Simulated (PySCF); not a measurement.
Molecule: SMILES SC1CCCC1, C5H10S.

Molfile (atoms numbered from 1):
```
C5H10S
     RDKit          3D

 16 16  0  0  0  0  0  0  0  0999 V2000
    2.2636    0.7494   -0.4583 S   0  0  0  0  0  0  0  0  0  0  0  0
    1.0990   -0.4406    0.3043 C   0  0  0  0  0  0  0  0  0  0  0  0
    0.1278    0.2078    1.2906 C   0  0  0  0  0  0  0  0  0  0  0  0
   -1.0012    0.7653    0.4095 C   0  0  0  0  0  0  0  0  0  0  0  0
   -0.9822   -0.0834   -0.8859 C   0  0  0  0  0  0  0  0  0  0  0  0
    0.1561   -1.0992   -0.7025 C   0  0  0  0  0  0  0  0  0  0  0  0
    1.3337    1.5628   -1.0035 H   0  0  0  0  0  0  0  0  0  0  0  0
    1.7710   -1.1650    0.7889 H   0  0  0  0  0  0  0  0  0  0  0  0
   -0.2658   -0.5805    1.9547 H   0  0  0  0  0  0  0  0  0  0  0  0
    0.6082    0.9657    1.9252 H   0  0  0  0  0  0  0  0  0  0  0  0
   -1.9723    0.7230    0.9241 H   0  0  0  0  0  0  0  0  0  0  0  0
   -0.8227    1.8275    0.1809 H   0  0  0  0  0  0  0  0  0  0  0  0
   -1.9433   -0.5841   -1.0730 H   0  0  0  0  0  0  0  0  0  0  0  0
   -0.7929    0.5525   -1.7646 H   0  0  0  0  0  0  0  0  0  0  0  0
    0.6586   -1.3742   -1.6405 H   0  0  0  0  0  0  0  0  0  0  0  0
   -0.2354   -2.0268   -0.2510 H   0  0  0  0  0  0  0  0  0  0  0  0
  1  2  1  0
  2  3  1  0
  3  4  1  0
  4  5  1  0
  5  6  1  0
  6  2  1  0
  1  7  1  0
  2  8  1  0
  3  9  1  0
  3 10  1  0
  4 11  1  0
  4 12  1  0
  5 13  1  0
  5 14  1  0
  6 15  1  0
  6 16  1  0
M  END
```

Geometry PBE0-D3(BJ)/def2-SVP throughout; GIAO in PySCF 2.14, gas phase, one conformer, non-relativistic; equivalent atoms averaged; basis pcSseg-1.

For orientation, B97-D gives these absolute shieldings σ: S1 523.4, C2 129.3, C3/C6 138.6, C4/C5 155.6, H7 29.58, H10/H15 29.63, H11/H13 29.76, H9/H16 29.57, H12/H14 29.58 ppm.

A run gave: S1 561.4, C2 146.5, C3/C6 151.5, C4/C5 168.0, H7 29.39, H10/H15 29.68, H11/H13 29.77, H9/H16 29.70, H12/H14 29.73 ppm (absolute shieldings σ).

Question: Which functional was used in that run?
A. CAM-B3LYP
B. LC-wPBE
C. KT2
D. KT3

Answer: B. C2 tells them apart best: LC-wPBE gives 146.5, KT3 gives 133.9, CAM-B3LYP gives 136.0, KT2 gives 134.6 ppm.
